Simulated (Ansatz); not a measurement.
**What a trial cell of Pb relaxes into**

Level of theory: DFT PBEsol, scalar-relativistic, plane waves, PAW (Ansatz 0.2.0). Cutoff 420 eV, Γ-centred k mesh, Gaussian smearing, no spin polarisation in the final step.

The start puts Pb on the beta-tin structure type (I4_1/amd, No. 141), at a guessed volume.

```xyz
2
Lattice="-3.0800 3.0800 1.6802 3.0800 -3.0800 1.6802 3.0800 3.0800 -1.6802" Properties=species:S:1:pos:R:3 pbc="T T T"
Pb    0.0000    0.0000    0.0000
Pb    0.0000    3.0800    0.8401
```

Cell and atoms relax at zero pressure; the relaxation can't lower the symmetry of the start.

Energies count from the standard state of Pb at the same level.

Problem. Describe the relaxed structure.

Solution. It keeps I4_1/amd (No. 141). The result has the beta-tin structure. Conventional cell: a = 6.158 Å, c = 3.288 Å. Around Pb lie 6 Pb at 3.19–3.29 Å.

```cif
data_structure
_symmetry_space_group_name_H-M 'I4_1/amd:1'
_symmetry_Int_Tables_number 141
_cell_length_a 6.1582
_cell_length_b 6.1582
_cell_length_c 3.2885
_cell_angle_alpha 90.000
_cell_angle_beta 90.000
_cell_angle_gamma 90.000
_cell_volume 124.71
loop_
_atom_site_label
_atom_site_type_symbol
_atom_site_symmetry_multiplicity
_atom_site_Wyckoff_symbol
_atom_site_fract_x
_atom_site_fract_y
_atom_site_fract_z
_atom_site_occupancy
Pb1 Pb 4 a 0.00000 0.00000 0.00000 1
```

Problem. What are its volume, energy, density and gap?

Solution. The volume per atom is 31.18 Å³, the density is 11.04 g/cm³ and the energy over the standard structure is 0.14 eV/atom. The gap on the 18×18×18 mesh is 0 eV (a metal).

The final run used a 18×18×18 mesh on its 2-atom cell and 0.10 eV smearing. For metals, differences of a few meV/atom aren't resolved. Spin–orbit coupling is left out. Symmetry constrained the relaxation, so the result can be a saddle point.